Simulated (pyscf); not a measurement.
Optimised with ωB97X-D3(BJ)/def2-SVP in PySCF.

### Question
For `[AsH]=[InH]` + `[H][H]` -> `[AsH2][InH2]`, an addition across a multiple bond or ene-type step (singlet surface; H–H broken, As–H, H–In formed), PBE/def2-TZVP gives ΔE‡ = 27.2 kcal/mol and ΔE = -15.7 kcal/mol (zero: the separated reactants). In which direction and how far do B3LYP-D3(BJ)/def2-TZVP, PBE0-D3(BJ)/def2-TZVP, ωB97M-D3(BJ)/def2-TZVP move these?

### Answer
B3LYP-D3(BJ): ΔE‡ = 32.2 kcal/mol, ΔE = -17.1 kcal/mol; PBE0-D3(BJ): ΔE‡ = 28.5 kcal/mol, ΔE = -20.2 kcal/mol; ωB97M-D3(BJ): ΔE‡ = 32.6 kcal/mol, ΔE = -22.0 kcal/mol. PBE's barrier lies under all of them, by 1.3 to 5.5 kcal/mol. Its reaction energy lies over all of them, by 1.4 to 6.3 kcal/mol. At the saddle there is also a short H–In contact that neither side keeps. HAs=InH lies 22.4 kcal/mol over its isomer H₂As–In [singlet] (electronic energy, ωB97M-D3(BJ)/def2-TZVP). One saddle was located; it need not be the lowest between these sides. Elements up to Kr have no core potential and no relativistic terms here. Elements past Kr carry the def2 core potentials, without spin-orbit coupling.
